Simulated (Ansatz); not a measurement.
[S3]- (S₃⁻). Charge -1, multiplicity 2. Geometry r2SCAN-D4/def2-TZVPD; atoms count from 1.

```tsv
atom	x (Å)	y (Å)	z (Å)
S1	-0.679	-1.167	-1.080
S2	-0.453	-0.024	0.541
S3	1.132	1.190	0.540
```

Estimate the Mulliken populations from the PBE0/def2-TZVPD orbitals of Ansatz.


| atom | charge (e) | spin (α − β) |
| --- | --- | --- |
| S1 | -0.53 | 0.32 |
| S2 | 0.06 | 0.37 |
| S3 | -0.53 | 0.32 |
Mulliken values and Mayer orders depend strongly on the basis. With diffuse functions, as here, like atoms can get unlike values, and bond orders can come out too low or too high.

Where does the spin sit?

Summed by element: S 1.00, of 1 unpaired in all. Largest on single atoms: S2 0.37, S3 0.32, S1 0.32.

And the Mayer bond orders between bonded heavy atoms (over 0.3)?

S1–S2 1.37 (2.00 Å); S2–S3 1.37 (2.00 Å).
